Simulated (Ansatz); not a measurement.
This geometry of C3H6FNS (12 atoms, charge 0, multiplicity 1) is a first-order saddle point.

Level of theory: Ansatz, RKS r2SCAN-D4/def2-SVP.

```xyz
12
Properties=species:S:1:pos:R:3
C 0.220 -0.858 1.368
C 0.676 -0.156 0.088
F 0.893 -1.118 -0.916
C -0.306 0.889 -0.422
N -0.787 0.641 -1.646
S -0.687 2.202 0.506
H 0.936 -0.713 2.188
H 0.152 -1.935 1.154
H -0.759 -0.493 1.703
H 1.640 0.360 0.234
H -1.426 1.305 -2.068
H -0.474 -0.180 -2.155
```

Problem. Which two structures does it join? (They come from a converged band through this point; their orientation in space is the band's.)

Solution. No bond is made or broken. The dihedral H7–C1–C2–F3 goes from 58 to 179°. The two ends are copies of one structure, up to a mirror image or an exchange of like atoms.

Initial state:

```xyz
12
Properties=species:S:1:pos:R:3
C 0.238 -0.708 1.426
C 0.683 0.061 0.201
F 1.325 -0.828 -0.676
C -0.468 0.746 -0.524
N -0.673 0.297 -1.768
S -1.350 1.933 0.215
H 1.108 -1.182 1.901
H -0.484 -1.487 1.138
H -0.243 -0.022 2.135
H 1.419 0.839 0.466
H -1.413 0.711 -2.324
H -0.063 -0.415 -2.157
```

Final state:

```xyz
12
Properties=species:S:1:pos:R:3
C 0.210 -0.883 1.331
C 0.683 -0.195 0.069
F 0.810 -1.158 -0.944
C -0.254 0.911 -0.397
N -0.811 0.686 -1.593
S -0.519 2.249 0.537
H 0.129 -0.147 2.142
H 0.925 -1.669 1.614
H -0.778 -1.337 1.163
H 1.682 0.254 0.213
H -1.434 1.384 -1.985
H -0.567 -0.149 -2.116
```

Problem. How far does it lie above each of them?

Solution. 0.156 eV above the first and 0.156 eV above the second. This is the barrier of this one path; another mechanism may lie lower.

The run took 100 s on 2 threads of AMD EPYC 7R43 64-Core Processor (Zen 3), with other jobs on the host, peak memory 0.19 GiB.
